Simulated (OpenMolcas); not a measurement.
# NOF (nitrosyl fluoride): levels of theory compared

Aim: a comparison of 3 runs (MP2/ANO-XS-MB, MP2/ANO-XS-VDZ, MP2/ANO-XS-VDZP) of NOF (nitrosyl fluoride). 

The calculation is run with OpenMolcas 26.06.

**1. The system as given**

NOF has 3 atoms, charge 0, and is taken as a singlet. SMILES: `O=NF`. The coordinates come from a PBE0-D4/def2-TZVP relaxation.

Bond lengths: O1–N2 1.127 Å, N2–F3 1.483 Å. Angles: O1–N2–F3 110.4°.

**2. A single-point energy at MP2/ANO-XS-MB (DKH2) (run 1)**

File job.inp:

```
>>> EXPORT MOLCAS_PRINT=2
&GATEWAY
Coord
3
bohr
O      1.64094368     0.45914676     0.95382036
N      0.28143691    -0.91186844     0.05652171
F     -1.92239949     0.45274058    -1.01034207
Basis = ANO-XS-MB
Group = NoSym
&SEWARD
Relativistic = R02E00
&SCF
PrOrbitals = 1 1
&MBPT2
Frozen = 3
```

On the command line:

```sh
export MOLCAS_MEM=1860
pymolcas job.inp > job.log
```

Output:

```text
--- Start Module: gateway ---
[...]
--- Stop Module: gateway /rc=_RC_ALL_IS_WELL_ ---
[...]
      Basis functions           15
[...]
--- Start Module: scf ---
[...]
       Convergence after  11 Iterations
[...]
::    Total SCF energy                               -228.5022769378
[...]
      Total spin, S                                     0.0000000000
[...]
      Total electronic charge=   24.000000
      Total            charge=   -0.000000
[...]
      Dipole Moment (debye):
      Origin of the operator (angstrom)=   -0.0684    0.0343   -0.0340
                   X=  7.0502E-01               Y= -1.0170E+00               Z=  2.7856E-01           Total=  1.2684E+00
      Quadrupole Moment (debye*angstrom):
[...]
--- Stop Module: scf /rc=_RC_ALL_IS_WELL_ ---
--- Start Module: mbpt2 ---
[...]
WARNING!
Default frozen orbitals as non valence orbitals is overwritten by user input.
Default values:   3
[...]
       Reference weight ( Cref**2 )         =        0.93753
::    Total MBPT2 energy                             -228.6330861025
[...]
      Total MBPT2 calculations                           0.03      0.04
--- Stop Module: mbpt2 /rc=_RC_ALL_IS_WELL_ ---
[...]
```

It took 1.6 s on 1 thread of Arm Neoverse V2, shared host; peak memory 0.37 GiB.

**3. A single-point energy at MP2/ANO-XS-VDZ (DKH2) (run 2)**

File job.inp:

```
&GATEWAY
  COORD
  3
  bohr
  O      1.64094368     0.45914676     0.95382036
  N      0.28143691    -0.91186844     0.05652171
  F     -1.92239949     0.45274058    -1.01034207
  BASIS = ANO-XS-VDZ
  GROUP = NoSym

&SEWARD
  RELATIVISTIC = R02E00

&SCF
  PRORBITALS = 1 1

&MBPT2
  FROZEN = 3
```

On the command line:

```sh
export MOLCAS_MEM=1860
pymolcas job.inp > job.log
```

Output:

```text
--- Start Module: gateway ---
[...]
--- Stop Module: gateway /rc=_RC_ALL_IS_WELL_ ---
[...]
      Basis functions           27
[...]
--- Start Module: scf ---
[...]
       Convergence after  13 Iterations
[...]
::    Total SCF energy                               -228.6853310174
[...]
      Total spin, S                                     0.0000000000
[...]
      Total electronic charge=   24.000000
      Total            charge=   -0.000000
[...]
      Dipole Moment (debye):
      Origin of the operator (angstrom)=   -0.0684    0.0343   -0.0340
                   X=  1.2504E+00               Y= -7.5625E-01               Z=  6.0724E-01           Total=  1.5824E+00
      Quadrupole Moment (debye*angstrom):
[...]
--- Stop Module: scf /rc=_RC_ALL_IS_WELL_ ---
--- Start Module: mbpt2 ---
[...]
WARNING!
Default frozen orbitals as non valence orbitals is overwritten by user input.
Default values:   3
[...]
       Reference weight ( Cref**2 )         =        0.88247
::    Total MBPT2 energy                             -229.0611674812
[...]
      Total MBPT2 calculations                           0.03      0.04
--- Stop Module: mbpt2 /rc=_RC_ALL_IS_WELL_ ---
[...]
```

It took 1.6 s on 1 thread of Arm Neoverse V2, shared host; peak memory 0.37 GiB.

**4. The energy at MP2/ANO-XS-VDZP (DKH2) (run 3)**

File job.inp:

```
&gateway
  coord
  3
  bohr
  O      1.64094368     0.45914676     0.95382036
  N      0.28143691    -0.91186844     0.05652171
  F     -1.92239949     0.45274058    -1.01034207
  basis=ANO-XS-VDZP
  group=NoSym

&seward
  relativistic=R02E00

&scf
  prorbitals=1 1

&mbpt2
  frozen=3
```

On the command line:

```sh
export MOLCAS_MEM=1860
pymolcas job.inp > job.log
```

Output:

```text
--- Start Module: gateway ---
[...]
--- Stop Module: gateway /rc=_RC_ALL_IS_WELL_ ---
[...]
      Basis functions           42
[...]
--- Start Module: scf ---
[...]
       Convergence after  13 Iterations
[...]
::    Total SCF energy                               -228.7869446108
[...]
      Total spin, S                                     0.0000000000
[...]
      Total electronic charge=   24.000000
      Total            charge=   -0.000000
[...]
      Dipole Moment (debye):
      Origin of the operator (angstrom)=   -0.0684    0.0343   -0.0340
                   X=  1.3272E+00               Y= -7.2301E-01               Z=  6.5318E-01           Total=  1.6465E+00
      Quadrupole Moment (debye*angstrom):
[...]
--- Stop Module: scf /rc=_RC_ALL_IS_WELL_ ---
--- Start Module: mbpt2 ---
[...]
WARNING!
Default frozen orbitals as non valence orbitals is overwritten by user input.
Default values:   3
[...]
       Reference weight ( Cref**2 )         =        0.86861
::    Total MBPT2 energy                             -229.3229638227
[...]
      Total MBPT2 calculations                           0.04      0.05
--- Stop Module: mbpt2 /rc=_RC_ALL_IS_WELL_ ---
[...]
```

It took 1.9 s on 1 thread of Arm Neoverse V2, shared host; peak memory 0.38 GiB.

**5. All runs side by side**

| run | level | energy (Eh) | dipole moment (D) of the reference | HOMO energy (eV) | LUMO energy (eV) | wall time |
| --- | --- | --- | --- | --- | --- | --- |
| 1 | MP2/ANO-XS-MB (DKH2) | -228.633086 | 1.27 | -15.87 | -0.58 | 1.6 s |
| 2 | MP2/ANO-XS-VDZ (DKH2) | -229.061167 | 1.58 | -13.95 | 1.20 | 1.6 s |
| 3 | MP2/ANO-XS-VDZP (DKH2) | -229.322964 | 1.65 | -13.73 | 1.89 | 1.9 s |

**6. What came out**

| quantity | value |
| --- | --- |
| run 3: total energy | -229.32296 Eh |
| run 3: dipole moment (mean-field density) | 1.65 D |
| run 3: HOMO energy (Hartree–Fock orbitals) | -13.73 eV |
| run 3: LUMO energy (Hartree–Fock orbitals) | 1.89 eV |
| run 3: HOMO–LUMO gap (Hartree–Fock orbitals) | 15.62 eV |
| run 3: correlation energy (3 core orbitals frozen) | -536.0 mEh |

**Reading.** In run 1 the basis is minimal, so the values are rough. All runs together took 5 s, the longest 1.9 s.
